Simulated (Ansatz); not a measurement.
**SiH (SMILES [SiH]): the energy, rung by rung**

SiH: 2 atoms, total charge 0, spin state doublet. SMILES: `[SiH]`. Geometry: relaxed at PBE0-D4/def2-TZVP.

| atom | x (Å) | y (Å) | z (Å) |
| --- | --- | --- | --- |
| Si | 0.0000 | 0.0000 | -0.0076 |
| H | 0.0000 | 0.0000 | 1.5241 |

Quantity: the energy change with the Si1–H2 bond stretched from 1.532 to 3.063 Å, in eV. The values are calculated.

```
              level                    kind  program  value (eV)  CPU time (all runs)
       UHF/6-311G**            Hartree–Fock   Ansatz        2.13               0.58 s
     UPBE0/6-311G**           global hybrid   Ansatz        2.81                4.2 s
   U-wB97X/6-311G**  range-separated hybrid   Ansatz        2.99                 26 s
UCAM-B3LYP/6-311G**  range-separated hybrid   Ansatz        2.87                5.3 s
   UB2PLYP/6-311G**           double hybrid   Ansatz        2.84                5.6 s
   RPA@PBE/6-311G**                     RPA   Ansatz        2.86                7.9 s
     UCCSD/6-311G**   coupled cluster or CI   Ansatz        2.77                1.2 s
    UCCSDT/6-311G**   coupled cluster or CI   Ansatz        2.69                3.6 s
          FCI/3-21G      exact in the basis   Ansatz        2.14                  1 s
```

The first shape isn't each level's own minimum. The values span 2.13 to 2.99 eV. Spin contamination of the reference (⟨S²⟩ at least 0.1 too high) touches UHF/6-311G**, UPBE0/6-311G**, U-wB97X/6-311G**, UCAM-B3LYP/6-311G**, UB2PLYP/6-311G**, RPA@PBE/6-311G**, UCCSD/6-311G**, UCCSDT/6-311G**. The coupled-cluster rows rest on a doubtful reference here (large T1 or Brueckner and Hartree–Fock orbitals at odds), and rows may lie in different states. High-level rows in very small sets aren't better than simpler rows in larger ones. Times are those of the runs behind each value, whatever else they computed, on shared processors of several kinds: orders of magnitude only.
